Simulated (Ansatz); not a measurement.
This script drives Ansatz 0.2.0, Python API.

`h4ossi.py`
```python
'''Vibrations of H4OSSi.'''

import argparse

import ansatz as az
import numpy as np

parser = argparse.ArgumentParser(description='Vibrations of H4OSSi.')
parser.add_argument('--basis-set', required=True, help='basis')
parser.add_argument('--xc', required=True, help='exchange-correlation functional')
args = parser.parse_args()

h4ossi = (
    az.Crystal.molecule()
    .atom('O', (-1.3688, -0.4272, 0.1542))
    .atom('Si', (-0.0567, 0.5499, 0.2015))
    .atom('S', (1.4277, -0.5475, -0.8303))
    .atom('H', (-1.5629, -0.7165, -0.7404))
    .atom('H', (-0.3053, 1.8167, -0.5271))
    .atom('H', (0.3513, 0.7894, 1.6066))
    .atom('H', (1.5759, -1.5329, 0.0898))
)

setup = h4ossi.calculation().basis(gaussian=args.basis_set).functional(args.xc)
symbols = [site.symbol for site in h4ossi.cartesian_sites]
start = np.array([site.position_ang for site in h4ossi.cartesian_sites], dtype=float)
report = setup.relax(force_tolerance=0.003).run(threads=1, pin='off').report
end = np.array(report['positions_ang'])

print('bond        before    after (A)')
for i, j in [(0, 1), (0, 3), (1, 2), (1, 4), (1, 5), (2, 6)]:
    d0, d1 = (np.linalg.norm(xyz[i] - xyz[j]) for xyz in (start, end))
    print(f'{symbols[i]}{i}-{symbols[j]}{j}'.ljust(10), f'{d0:8.4f} {d1:8.4f}')

# frequencies need a stationary point, so they are taken at the relaxed geometry
minimum = az.Crystal.molecule()
for symbol, xyz in zip(symbols, end):
    minimum = minimum.atom(symbol, xyz.tolist())
vibrating = (
    minimum.calculation()
    .basis(gaussian=args.basis_set)
    .functional(args.xc)
    .phonons(temperatures=(200, 600, 100))
)
vib = vibrating.run(threads=1, pin='off').report['vibrations']
sums = vib['harmonic_sums']
modes = [m['omega_inv_cm'] for m in sums['modes_at_gamma'] if m['rigid_motion'] == 'no']
for number, w in enumerate(modes, start=1):
    print(f'mode {number:2d} {w:9.1f} 1/cm {w / 8065.544 * 1000:8.2f} meV')
print('imaginary modes:', sum(w < 0 for w in modes), ' zero-point energy:', round(sums['zero_point_energy_ev'], 4), 'eV')
print('T (K)   F_vib (eV)   S_vib (meV/K)   C_vib (meV/K)')
for row in zip(sums['temperatures_k'], sums['vibrational_free_energy_ev'], vib['entropy_ev_per_k'], vib['heat_capacity_ev_per_k']):
    print(f'{row[0]:6.1f} {row[1]:11.4f} {1000 * row[2]:13.4f} {1000 * row[3]:15.4f}')
```

It is started by `python h4ossi.py --basis-set def2-SVP --xc b3lyp`. Estimate its wall time and peak memory on 1 thread of Arm Neoverse V1, on a shared host.

It took about 90 s, with a peak of 0.21 GiB, for 2 runs of the engine.

```console
$ python h4ossi.py --basis-set def2-SVP --xc b3lyp
bond        before    after (A)
O0-Si1       1.6366   1.6654
O0-H3        0.9600   0.9653
Si1-S2       2.1148   2.1592
Si1-H4       1.4824   1.4899
Si1-H5       1.4826   1.4822
S2-H6        1.3563   1.3543
mode  1     189.0 1/cm    23.44 meV
mode  2     255.3 1/cm    31.65 meV
mode  3     317.2 1/cm    39.33 meV
mode  4     494.6 1/cm    61.33 meV
mode  5     525.1 1/cm    65.11 meV
mode  6     714.1 1/cm    88.53 meV
mode  7     799.9 1/cm    99.17 meV
mode  8     831.4 1/cm   103.08 meV
mode  9     905.2 1/cm   112.23 meV
mode 10     921.9 1/cm   114.30 meV
mode 11     954.1 1/cm   118.30 meV
mode 12    2229.1 1/cm   276.37 meV
mode 13    2269.8 1/cm   281.41 meV
mode 14    2665.3 1/cm   330.46 meV
mode 15    3861.8 1/cm   478.80 meV
imaginary modes: 0  zero-point energy: 1.1118 eV
T (K)   F_vib (eV)   S_vib (meV/K)   C_vib (meV/K)
 200.0      1.1006        0.1728          0.3039
 300.0      1.0755        0.3319          0.4871
 400.0      1.0342        0.4920          0.6252
 500.0      0.9774        0.6428          0.7249
 600.0      0.9061        0.7820          0.8007
```

The frequencies are harmonic and unscaled, in a modest basis. The result belongs to the one conformer reached from this start, and soft torsions count as harmonic oscillators.

(A comment or docstring line of the script was reworded after the run, the code is as it ran; lines on the test bed's own set-up are left out of the output.)
